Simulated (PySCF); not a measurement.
# BH2Cl (SMILES BCl): levels of theory compared

We compute a comparison of 6 runs (B2PLYP/STO-6G, M06-2X/STO-6G, r2SCAN/STO-6G, wB97X-V/STO-6G, UMP2/STO-6G, CCSD(T)/STO-6G) of BH2Cl. Input form: a Python script.

The calculation is run with PySCF 2.14.0.

2 further runs of the same task are left out: 2 set aside as unsound or not needed.

## (1) The molecule

BH2Cl: 4 atoms, total charge 0, spin state singlet. As SMILES, `BCl`. The B1–H4 distance was set to 1.428 Å, away from the relaxed value.

Bond lengths: B1–Cl2 1.733 Å, B1–H3 1.190 Å. Angles: Cl2–B1–H3 118.1°. A long bond or contact: B1–H4 1.428 Å.

## (2) The energy at B2PLYP/STO-6G (run 1)

run.py reads:

```python
from pyscf import gto, dft, mp

mol = gto.M(
    atom='B -0.122720 -0.148506 0.090946; Cl 1.358980 -0.565506 0.887446; H -1.112220 -0.729706 0.406646; H -0.086600 0.872800 -0.906600',
    charge=0,
    spin=0,
    max_memory=1860,
    verbose=4,
    basis='sto-6g',
)

mf = dft.RKS(mol, xc='0.53*HF + 0.47*B88, 0.73*LYP')
mf.conv_tol = 1e-10
mf.grids.level = 5
mf.kernel()
if not mf.converged:
    mf = mf.newton().run(mf.mo_coeff, mf.mo_occ)

pt = mp.MP2(mf, frozen=6).run()
etot = mf.e_tot + 0.27 * pt.e_corr
print('PT2 part  %.8f' % (0.27 * pt.e_corr))
print('E = %.10f Eh' % etot)
```

Run with:

```sh
OMP_NUM_THREADS=1 python run.py
```

What it wrote:

```text
PySCF version 2.14.0

[... 68 lines left out ...]
converged SCF energy = -484.355772394544
[... 1 line left out ...]
******** <class 'pyscf.mp.mp2.RMP2'> ********
nocc = 6, nmo = 10
frozen orbitals 6
E(RMP2) = -484.423603490497  E_corr = -0.067831095952905
E(SCS-RMP2) = -484.430257382533  E_corr = -0.0744849879881605
E_corr(same-spin) = -0.0079757621022986
E_corr(oppo-spin) = -0.0598553338506064
PT2 part  -0.01831440
E = -484.3740867905 Eh
```

It took 1.9 s on 1 thread of Arm Neoverse V2, shared host; peak memory 0.18 GiB.

## (3) The energy at M06-2X/STO-6G (run 2)

job.py reads:

```python
from pyscf import gto, dft

system = gto.Mole()
system.atom = '''
B     -0.231907    -0.280636     0.171863
Cl     2.568100    -1.068651     1.677030
H     -2.101791    -1.378944     0.768450
H     -0.163650     1.649353    -1.713226
'''
system.spin = 0
system.verbose = 4
system.unit = 'bohr'
system.max_memory = 1860
system.basis = 'sto-6g'
system.build()

calc0 = dft.RKS(system, xc='m06-2x')
calc0.grids.level = 5
calc0.conv_tol = 1e-10
calc0.kernel()
if not calc0.converged:
    calc0 = calc0.newton().run(calc0.mo_coeff, calc0.mo_occ)

etot = calc0.e_tot
print('E(%s) = %.9f' % ('M06-2X', etot))
```

Run with:

```sh
OMP_NUM_THREADS=1 python job.py
```

What it wrote:

```text
PySCF version 2.14.0

[... 69 lines left out ...]
converged SCF energy = -484.549890970488
E(M06-2X) = -484.549890970
```

Wall time 2.5 s (1 thread of Arm Neoverse V2, shared host); peak memory 0.19 GiB.

Runs 3 to 4 aren't shown in full; the table further down has their settings and results.

## (4) A single-point energy at UMP2/STO-6G (run 5)

job.py reads:

```python
from pyscf import gto, scf, mp

molecule = gto.Mole()
molecule.atom = [
    ('B', (-0.122720, -0.148506, 0.090946)),
    ('Cl', (1.358980, -0.565506, 0.887446)),
    ('H', (-1.112220, -0.729706, 0.406646)),
    ('H', (-0.086600, 0.872800, -0.906600)),
]
molecule.max_memory = 1860
molecule.verbose = 4
molecule.charge = 0
molecule.basis = 'sto-6g'
molecule.spin = 0
molecule.build()

mf = scf.UHF(molecule)
mf.conv_tol = 1e-10
mf.kernel()
if not mf.converged:
    mf = mf.newton().run(mf.mo_coeff, mf.mo_occ)
for _ in range(3):
    mo, _, stable, _ = mf.stability(return_status=True)
    if stable:
        break
    mf.kernel(mf.make_rdm1(mo, mf.mo_occ))

pt = mp.MP2(mf, frozen=6).run()
e_tot = pt.e_tot
print('E(%s) = %.9f' % ('MP2', e_tot))
```

Run with:

```sh
OMP_NUM_THREADS=1 python job.py
```

What it wrote:

```text
PySCF version 2.14.0

[... 84 lines left out ...]
converged SCF energy = -483.758028261187  <S^2> = 6.2829741e-12  2S+1 = 1
[... 3 lines left out ...]
******** <class 'pyscf.mp.ump2.UMP2'> ********
nocc = (np.int64(6), np.int64(6)), nmo = (10, 10)
frozen orbitals 6
E(UMP2) = -483.808091496058  E_corr = -0.0500632348708826
E(SCS-UMP2) = -483.813480371387  E_corr = -0.0554521101996961
E_corr(same-spin) = -0.00533512112926498
E_corr(oppo-spin) = -0.0447281137416176
E(MP2) = -483.808091496
```

Run time: 0.68 s. Hardware: 1 thread of Arm Neoverse V2, shared host; peak memory 0.11 GiB.

## (5) The energy at CCSD(T)/STO-6G (run 6)

geometry.xyz reads:

```xyz
4

B     -0.122720    -0.148506     0.090946
Cl     1.358980    -0.565506     0.887446
H     -1.112220    -0.729706     0.406646
H     -0.086600     0.872800    -0.906600
```

job.py reads:

```python
from pyscf import gto, scf, cc

molecule = gto.M(
    atom='geometry.xyz',
    basis='sto-6g',
    max_memory=1860,
    spin=0,
    charge=0,
    verbose=3,
)

mf = scf.RHF(molecule)
mf.conv_tol = 1e-10
mf.kernel()
if not mf.converged:
    mf = mf.newton().run(mf.mo_coeff, mf.mo_occ)

mycc = cc.CCSD(mf, frozen=6)
mycc.kernel()
e_t = mycc.ccsd_t()
e_tot = mycc.e_tot + e_t
print('E(%s) = %.9f' % ('CCSD(T)', e_tot))
```

Run with:

```sh
OMP_NUM_THREADS=1 python job.py
```

What it wrote:

```text
converged SCF energy = -483.758028261188
E(CCSD) = -483.8271497491731  E_corr = -0.06912148798503344
CCSD(T) correction = -0.00158231647856021
E(CCSD(T)) = -483.828732066
```

Wall time 0.62 s (1 thread of Arm Neoverse V2, shared host); peak memory 0.1 GiB.

## (6) All runs side by side

```csv
run,level,frozen core orbitals,nlc grid,energy (Eh),dipole moment (D) of the reference,HOMO energy (eV),LUMO energy (eV),wall time
1,B2PLYP/STO-6G,6,–,-484.374087,1.15,-8.33,2.39,1.9 s
2,M06-2X/STO-6G,–,–,-484.549891,1.11,-8.37,1.67,2.5 s
3,r2SCAN/STO-6G,–,–,-484.574815,0.85,-5.97,-0.25,2.5 s
4,wB97X-V/STO-6G,–,1,-484.542458,1.07,-9.54,3.11,10 s
5,UMP2/STO-6G,6,–,-483.808091,1.46,-10.41,5.57,0.68 s
6,CCSD(T)/STO-6G,6,–,-483.828732,1.46,-10.41,5.57,0.62 s
```

## (7) Results

| quantity | value |
| --- | --- |
| run 6: total energy | -483.82873 Eh |
| run 6: dipole moment (Hartree–Fock density) | 1.46 D |
| run 6: HOMO energy (Hartree–Fock orbitals) | -10.41 eV |
| run 6: LUMO energy (Hartree–Fock orbitals) | 5.57 eV |
| run 6: HOMO–LUMO gap (Hartree–Fock orbitals) | 15.97 eV |
| run 6: correlation energy (6 core orbitals frozen) | -70.7 mEh |
| run 6: (T) correction | -1.58 mEh |
| run 6: T1 diagnostic | 0.014 |

In words: Over runs 1, 2, 3, 4 the dipole moment (its size) runs from 0.85 D (r2SCAN/STO-6G) to 1.15 D (B2PLYP/STO-6G). A double hybrid's value is that of its SCF part. Over runs 1, 2, 3, 4 the HOMO–LUMO gap runs from 5.72 eV (r2SCAN/STO-6G) to 12.65 eV (wB97X-V/STO-6G). Totals of different functionals can't be ranked against each other. In runs 1, 2, 3, 4, 5, 6 the basis is minimal, so the values are rough. All runs together took 18 s, the longest 10 s.
